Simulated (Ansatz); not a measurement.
CH5NO, SMILES NCO, harmonic frequencies at the relaxed geometry

Computed with the Python package of Ansatz (0.2.0).

The script reads `ch5no.xyz`:
```text
8

N    -0.60350   -0.18030   -0.69260
C     0.25800    0.35130    0.28990
O     0.60180   -0.74470    1.05830
H    -0.07070   -0.79170   -1.28880
H    -0.90100    0.62590   -1.34190
H    -0.21830    1.11790    0.92680
H     1.18030    0.79720   -0.15950
H    -0.15440   -1.23280    1.15210
```

Run as a notebook:

In [1]:
```python
import itertools
import warnings

import ansatz as az
from ase import Atoms
from ase.data import atomic_numbers, covalent_radii
from ase.thermochemistry import IdealGasThermo
import numpy as np
```

In [2]:
```python
warnings.simplefilter("ignore", az.DeckWarning)
```

In [3]:
```python
ch5no = az.Crystal.molecule_from_extxyz("ch5no.xyz")
```

In [4]:
```python
setup = (
    ch5no.calculation()
    .basis(gaussian="cc-pVDZ")
    .functional("pbe0")
)
symbols = [site.symbol for site in ch5no.cartesian_sites]
start = np.array([site.position_ang for site in ch5no.cartesian_sites], dtype=float)
r = setup.relax(force_tolerance=0.003).run(threads=1).report
end = np.array(r["positions_ang"])
```

In [5]:
```python
radius = [covalent_radii[atomic_numbers[s]] for s in symbols]
span = lambda where, i, j: np.linalg.norm(where[i] - where[j])
bonded = [(i, j) for i, j in itertools.combinations(range(len(symbols)), 2) if min(span(start, i, j), span(end, i, j)) < 1.2 * (radius[i] + radius[j])]
print("pair        before    after (A)")
for i, j in bonded:
    print(f"{symbols[i]}{i}-{symbols[j]}{j}".ljust(10), f"{span(start, i, j):8.4f} {span(end, i, j):8.4f}")
for first, second in list(itertools.combinations(bonded, 2)):
    shared = set(first) & set(second)
    if shared and symbols[(j := shared.pop())] != "H":
        i, k = sorted((set(first) | set(second)) - {j})
        u, v = end[i] - end[j], end[k] - end[j]
        angle = np.degrees(np.arccos(np.clip(u @ v / np.linalg.norm(u) / np.linalg.norm(v), -1, 1)))
        print(f"final angle {symbols[i]}{i}-{symbols[j]}{j}-{symbols[k]}{k}: {angle:.2f} deg")
```
```text
pair        before    after (A)
N0-C1        1.4107   1.4449
N0-H3        1.0065   1.0201
N0-H4        1.0771   1.0191
C1-O2        1.3820   1.4000
C1-H5        1.1046   1.1097
C1-H6        1.1187   1.1074
O2-H7        0.9049   0.9680
final angle C1-N0-H3: 110.35 deg
final angle C1-N0-H4: 110.87 deg
final angle N0-C1-O2: 110.07 deg
final angle N0-C1-H5: 107.12 deg
final angle N0-C1-H6: 115.21 deg
final angle H3-N0-H4: 106.91 deg
final angle O2-C1-H5: 112.23 deg
final angle O2-C1-H6: 104.97 deg
final angle C1-O2-H7: 104.93 deg
final angle H5-C1-H6: 107.32 deg
```

In [6]:
```python
minimum = az.Crystal.molecule()
for symbol, place in zip(symbols, end):
    minimum = minimum.atom(symbol, place.tolist())
vibrating = minimum.calculation()
vibrating = vibrating.basis(gaussian="cc-pVDZ").functional("pbe0")
vibrating = vibrating.phonons(temperatures=(200, 600, 100))
vib = vibrating.run(threads=1).report["vibrations"]
sums = vib["harmonic_sums"]
modes = [m["omega_inv_cm"] for m in sums["modes_at_gamma"] if m["rigid_motion"] == "no"]
print("frequencies (1/cm):", " ".join(f"{w:.0f}" for w in modes))
print("imaginary modes:", sum(w < 0 for w in modes), " zero-point energy:", round(sums["zero_point_energy_ev"], 4), "eV")
gas = IdealGasThermo(vib_energies=[w / 8065.544 for w in modes if w > 0], geometry="linear" if len(modes) == 3 * len(symbols) - 5 else "nonlinear",
                     atoms=Atoms(symbols, positions=end), symmetrynumber=1, spin=0.0)
print(f"H(298 K) - E = {gas.get_enthalpy(298.15, verbose=False):.4f} eV")
print(f"S(298 K, 1 bar) = {96485.33 * gas.get_entropy(298.15, 1e5, verbose=False):.1f} J/(mol K) with symmetry number 1")
```
```text
frequencies (1/cm): 266 379 549 845 974 1038 1156 1219 1305 1392 1452 1511 1632 2983 3026 3517 3609 3802
imaginary modes: 0  zero-point energy: 1.9003 eV
H(298 K) - E = 2.0355 eV
S(298 K, 1 bar) = 264.9 J/(mol K) with symmetry number 1
```

In [7]:
```python
heavier = vibrating.phonons(masses={"H": 2.014102}).run(threads=1).report["vibrations"]["harmonic_sums"]
print("deuterated (1/cm):", " ".join(f"{m['omega_inv_cm']:.0f}" for m in heavier["modes_at_gamma"] if m["rigid_motion"] == "no"))
print("zero-point energy falls by", round(sums["zero_point_energy_ev"] - heavier["zero_point_energy_ev"], 4), "eV")
```
```text
deuterated (1/cm): 198 283 474 640 733 856 946 1002 1043 1072 1143 1217 1263 2170 2250 2545 2659 2766
zero-point energy falls by 0.4583 eV
```

The frequencies are harmonic and unscaled, in a modest basis. The result belongs to the one conformer reached from this start, and soft torsions count as harmonic oscillators. The entropy takes a symmetry number of 1; a symmetric molecule's is lower by R ln(sigma). The whole script took 2.3 min on 1 thread of Arm Neoverse V1, on a shared host, peak memory 0.25 GiB.
